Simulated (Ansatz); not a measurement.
Born–Oppenheimer molecular dynamics of H₈Si₃ (11 atoms, charge 0, multiplicity 1). It starts from a relaxed structure.

Theory: RKS r2SCAN/6-31G (Ansatz).

```json
{"ensemble": "NVT, Langevin thermostat", "time step": "0.5 fs", "steps asked": "150", "set temperature": "200 K", "friction": "0.02 /fs", "seed": "221366"}
```

First frame:

```xyz
11
Properties=species:S:1:pos:R:3
Si 0.169 0.083 -0.008
Si -0.046 -0.125 2.336
H -1.491 -0.308 2.712
H 0.732 -1.304 2.852
H 0.462 1.116 3.017
H 1.619 0.302 -0.357
Si -1.123 1.871 -0.853
H -2.583 1.629 -0.582
H -0.728 3.160 -0.185
H -0.932 2.025 -2.337
H -0.261 -1.201 -0.668
```

Problem. How far do the bonds stretch over the last three quarters of this one trajectory? (Pairs bonded in most of those frames.)

Solution. 
```csv
bond,mean (Å),spread (Å),shortest,longest
Si1–Si2,2.343,0.030,2.31,2.41
Si1–H6,1.508,0.015,1.48,1.54
Si1–Si7,2.353,0.043,2.28,2.41
Si1–H11,1.504,0.020,1.46,1.54
Si2–H3,1.512,0.056,1.42,1.60
Si2–H4,1.506,0.031,1.45,1.56
Si2–H5,1.511,0.041,1.45,1.60
Si7–H8,1.505,0.026,1.45,1.56
Si7–H9,1.504,0.012,1.48,1.53
Si7–H10,1.503,0.017,1.46,1.54
```

Mean temperature of the second half: 140 K. The mean temperature of the second half is 30 % below the set value. A run of 0.075 ps of so small a system gives no equilibrium averages. Limits of this set-up: no polarisation functions.

Run time: 20 min on 1 thread of AMD EPYC 7571, with other jobs on the host, peak memory 0.14 GiB.
